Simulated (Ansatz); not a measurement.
Species: N2H, charge 1, singlet. N2H+ (SMILES N#[NH+]).
B3LYP-D3(BJ)/def2-TZVP minimum from Ansatz (an electronic-structure program):
```xyz
3

N      0.0000     0.0000    -0.4376
N      0.0000     0.0000     0.6484
H      0.0000     0.0000    -1.4756
```
Charge +1, spin multiplicity 1.

Total energies in cc-pVQZ, 10 correlated electrons, 2 frozen orbitals. UHF or UKS for unpaired electrons; spin-orbit terms are left out. Correlated methods leave the cores frozen. No relativity.

```tsv
method	program	energy (Eh)	minus CCSDT(Q) (mEh)
HF	Ansatz	-109.18584	417.13
MP2	Ansatz	-109.58403	18.95
CCSD	Ansatz	-109.58163	21.34
CCSD(T)	Ansatz	-109.60151	1.46
CCSDT(Q)	Ansatz	-109.60297	0.00
```

Rough core times of Ansatz's runs on a shared machine: CCSD(T) under 20 s, CCSDT(Q) 10 min.
